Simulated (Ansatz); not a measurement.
## Worked example: CO, singlet against CO, triplet

Geometry (PBE0/def2-TZVP stationary point of a triplet), kept for both states (CO, triplet: Π; CO, singlet: Σ⁺):

```yaml
atoms:
  - { symbol: O, position_ang: [0.0000, 0.0000, 0.0000] }
  - { symbol: C, position_ang: [0.0000, 0.0000, 1.1955] }
```

Basis 6-31G; Ansatz 0.2.0. Correlated methods freeze the noble-gas cores. R marks a restricted (for open shells ROHF) determinant, U an unrestricted one.

Full CI is exact within this basis and frozen core; it isn't the basis-set limit. The frozen core follows each run's orbitals, which can shift R against U totals by a few meV.

Unrestricted rows (U, and Kohn–Sham where it breaks symmetry) aren't spin-pure: their determinants' ⟨S²⟩ exceeds S(S+1) by up to 0.28, so they mix in states of higher spin.

```
   level  E(CO, triplet) (hartree)  E(CO, singlet) (hartree)
     UHF               -112.498450               -112.658396
    UMP2               -112.653610               -112.881095
UCCSD(T)               -112.683029               -112.884886
     PBE               -112.937889               -113.136007
   B3LYP               -113.056583               -113.256388
 full CI               -112.685278               -112.886300
```

Question: Give the vertical gap, CO singlet less CO triplet, at each level in eV (1 hartree = 27.2114 eV), and each error against full CI.

Answer: full CI: (-112.886300 − (-112.685278)) × 27.2114 = -5.470 eV (the reference)
B3LYP: (-113.256388 − (-113.056583)) × 27.2114 = -5.437 eV, error 0.033 eV
PBE: (-113.136007 − (-112.937889)) × 27.2114 = -5.391 eV, error 0.079 eV
UCCSD(T): (-112.884886 − (-112.683029)) × 27.2114 = -5.493 eV, error -0.023 eV
UMP2: (-112.881095 − (-112.653610)) × 27.2114 = -6.190 eV, error -0.720 eV
UHF: (-112.658396 − (-112.498450)) × 27.2114 = -4.352 eV, error 1.118 eV

Total energies of functionals can't be set beside those of wave-function methods, since they hold the core's correlation and their own absolute errors; only the differences compare.

The set has no polarisation functions, so the order and spacing of states can differ from the basis-set limit.

In so small a basis the reference is far from its limit while semilocal and hybrid functionals are nearer theirs, so the functionals' errors here hold much of the reference's basis and frozen-core error, which can add to them or hide them.

Each level lands on the state that its own search finds. T1 diagnostics of restricted CCSD: 0.035 and 0.026.
